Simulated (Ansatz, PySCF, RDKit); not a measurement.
Complex: CH4 (SMILES C) (first 5 atoms) with CH4 (SMILES C); geometry from S22 set.
(charge 0, multiplicity 1):
```xyz
10

C      0.00000    -0.00014     1.85916
H     -0.88855     0.51306     1.49469
H      0.88855     0.51306     1.49469
H      0.00000    -1.02634     1.49487
H      0.00000     0.00009     2.94828
C      0.00000     0.00014    -1.85916
H      0.00000    -0.00009    -2.94828
H     -0.88855    -0.51306    -1.49469
H      0.88855    -0.51306    -1.49469
H      0.00000     1.02634    -1.49487
```

Interaction energies are E(AB) − E(A) − E(B) at the monomers' geometry in the complex; basis-set methods are counterpoise corrected. RDKit's UFF carries no charges.

Rows in 6-31G* carry no dispersion term and start afresh at each structure (6-31G* with six Cartesian d functions).

Run with Ansatz (a quantum-chemistry and plane-wave program) with Gaussian orbitals; PySCF for 6-31G* rows, the dispersion terms; RDKit for the force fields. 

Question: One of these levels gives 1.6 kJ/mol for the interaction energy. Which one is it?
A. HF/6-31G*
B. UFF
C. BLYP-D4/def2-TZVPPD

Answer: A, HF/6-31G*. The others give -3.4 (UFF), -1.3 (BLYP-D4/def2-TZVPPD)
